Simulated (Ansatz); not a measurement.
C3H2FN. Charge 0, multiplicity 1. The bonds changed during the relaxation, so this is another structure than the one it started from.

Z-matrix (Å, degrees):
```
C
N 1 1.462
C 1 1.512 2 50.2
H 1 1.086 2 119.2 3 -101.5
H 1 1.087 2 117.3 3 105.1
C 3 1.376 1 121.4 2 158.5
F 6 1.306 3 116.9 1 103.3
```

Question: List the harmonic frequencies (cm⁻¹, unscaled) at PBE0-D4/def2-TZVP in Ansatz. (Best estimate.)

Answer: Ansatz gave: 103, 217, 329, 555, 780, 889, 945, 1043, 1082, 1130, 1285, 1504, 1806, 3107, 3215.

Question: Is this a minimum?

Answer: Yes, all 15 modes are real.

Question: Give the ideal-gas thermochemistry at 298.15 K and 1 bar (rigid rotor, harmonic oscillator; point group C1, symmetry number 1).

Answer: Zero-point energy 107.6 kJ/mol; H(298) − E = 123.1 kJ/mol; entropy 299.0 J/(mol·K), of which translation 162.0, rotation 103.8, vibration 33.1; G(298) − E = 34.0 kJ/mol.

Question: And at 400, 500, 600, 800 and 1000 K?

Answer: 
| T (K) | H − E (kJ/mol) | S (J/mol/K) | G − E (kJ/mol) |
| --- | --- | --- | --- |
| 400 | 131.2 | 322.1 | 2.3 |
| 500 | 140.3 | 342.6 | -30.9 |
| 600 | 150.6 | 361.2 | -66.2 |
| 800 | 173.3 | 393.8 | -141.7 |
| 1000 | 198.2 | 421.6 | -223.3 |
